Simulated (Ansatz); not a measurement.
# CH3LiSi: the cost of one run

Program: Ansatz 0.2.0. Level of theory: UKS B3LYP/def2-SVPD. These are calculated values, not measurements.

## 1. The starting structure

Bond lengths: Li1–C2 1.887 Å, C2–Si3 1.747 Å, C2–H4 1.101 Å, Si3–H5 1.476 Å, Si3–H6 1.473 Å. Angles: Li1–C2–Si3 137.2°, Li1–C2–H4 111.2°, Si3–C2–H4 111.6°, C2–Si3–H5 121.3°, C2–Si3–H6 132.6°, H5–Si3–H6 106.1°.

As a file:

```xyz
6

Li   -1.8670   -1.1693   -1.2993
C    -0.5606   -0.6671   -0.0338
Si    0.6099    0.6151    0.1605
H    -0.5318   -1.3737    0.8104
H     0.7534    1.6807   -0.8501
H     1.5961    0.9142    1.2123
```

## 2. Relaxing end A

input.yaml reads:

```yaml
crystal:
  periodic: [false, false, false]
  atoms:
    - { symbol: Li, position_ang: [-1.86697, -1.16927, -1.2993] }
    - { symbol: C, position_ang: [-0.56062, -0.66712, -0.03375] }
    - { symbol: Si, position_ang: [0.60992, 0.61508, 0.16048] }
    - { symbol: H, position_ang: [-0.53181, -1.37365, 0.81039] }
    - { symbol: H, position_ang: [0.75337, 1.68072, -0.85013] }
    - { symbol: H, position_ang: [1.59612, 0.91423, 1.21231] }
magnetization:
  spin_polarized: true
basis:
  gaussian: { orbitals: def2-SVPD }
hamiltonian:
  xc: b3lyp
relax:
  f_tol: 0.02
  max_steps: 50
```

Started as:

```
ansatz run input.yaml --threads 2 --pin off --max-ram 3072MiB --backend cpu --events-out ev --progress --plain --runs-dir out
```

Q: Estimate wall time and peak memory on 2 threads of Arm Neoverse V2, shared host.

About 18 s, with a peak of 0.18 GiB.
